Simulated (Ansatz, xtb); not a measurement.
Two structures of C2H6B+

Structure I: `[BH+]CC`, a singlet. Structure II: a singlet given by its coordinates. Both are isolated ions in the gas phase, relaxed with PBE-D3(BJ)/def2-SVP; the shapes shown needn't be the lowest conformers.

I (Å):

```yaml
atoms:
  - { symbol: C, position_ang: [-0.0433, 0.8549, 1.9450] }
  - { symbol: C, position_ang: [0.6840, 0.5520, 0.5998] }
  - { symbol: B, position_ang: [-1.3851, 0.3781, 2.2593] }
  - { symbol: H, position_ang: [-2.4827, 0.0216, 2.5864] }
  - { symbol: H, position_ang: [-0.1413, 1.9661, 2.1292] }
  - { symbol: H, position_ang: [0.5494, 0.4889, 2.8354] }
  - { symbol: H, position_ang: [0.1125, 0.9631, -0.2520] }
  - { symbol: H, position_ang: [1.6792, 1.0310, 0.6298] }
  - { symbol: H, position_ang: [0.8131, -0.5372, 0.4646] }
```

II (Å):

```xyz
9

C     1.4297   -0.9320   -0.2675
C     0.1856   -0.8577    0.8026
B    -0.0801    0.1014   -0.2468
H    -0.3833   -1.8072    0.8387
H     1.1728   -1.3072   -1.2854
H    -0.3199    0.8997   -1.1046
H     2.0616   -0.0164   -0.3426
H     0.5203   -0.5062    1.7982
H     2.0803   -1.7098    0.1866
```

Close contacts (Å): C1–C2 1.64, C1–B3 1.83, C2–B3 1.45, C1–H5 1.11, C1–H7 1.12, C1–H9 1.11, C2–H4 1.11, C2–H8 1.11, B3–H6 1.20.

Estimate E(II) − E(I) at the level CCSD(T)/def2-TZVP.

Calculated at CCSD(T)/def2-TZVP: E(II) − E(I) = +2.3 kcal/mol, so structure I lies lower.

The same difference at several levels:

| level | geometry | E(II) − E(I) (kcal/mol) | departure from the last row (kcal/mol) | job, with rough time for the two |
| --- | --- | --- | --- | --- |
| GFN2-xTB | GFN2-xTB | −3.9 | −6.2 | optimisation, 0.1 s |
| HF/STO-3G | GFN2-xTB | +15.6 | +13.3 | single point, 0.16 s |
| r2SCAN-D4/def2-SVP | GFN2-xTB | 0.0 | −2.3 | single point, 2.4 s |
| PBE-D3(BJ)/def2-SVP | PBE-D3(BJ)/def2-SVP | −0.5 | −2.8 | optimisation, 18 s |
| HF/def2-TZVP | PBE-D3(BJ)/def2-SVP | +8.0 | +5.7 | part of the CCSD(T) run |
| MP2/def2-TZVP | PBE-D3(BJ)/def2-SVP | +1.4 | −0.8 | part of the CCSD(T) run |
| CCSD(T)/def2-TZVP | PBE-D3(BJ)/def2-SVP | +2.3 |  | single point, 20 s |

GFN2-xTB puts the two in the other order. r2SCAN-D4/def2-SVP, PBE-D3(BJ)/def2-SVP find them nearly level. The largest departure from CCSD(T)/def2-TZVP is that of HF/STO-3G, 13.3 kcal/mol.

With harmonic frequencies from PBE-D3(BJ)/def2-SVP (ideal gas, rigid rotor, one conformer each, 298.15 K, 1 atm): on the last row, ΔE + ΔZPE = +1.9 kcal/mol. A mode under 50 cm⁻¹ makes harmonic enthalpies and free energies unreliable, so none is given.

The correlated steps freeze 3 core orbitals. Programs: Ansatz 0.2.0, xtb 6.7.1; the last row on 1 thread of Arm Neoverse V2 on a shared host.
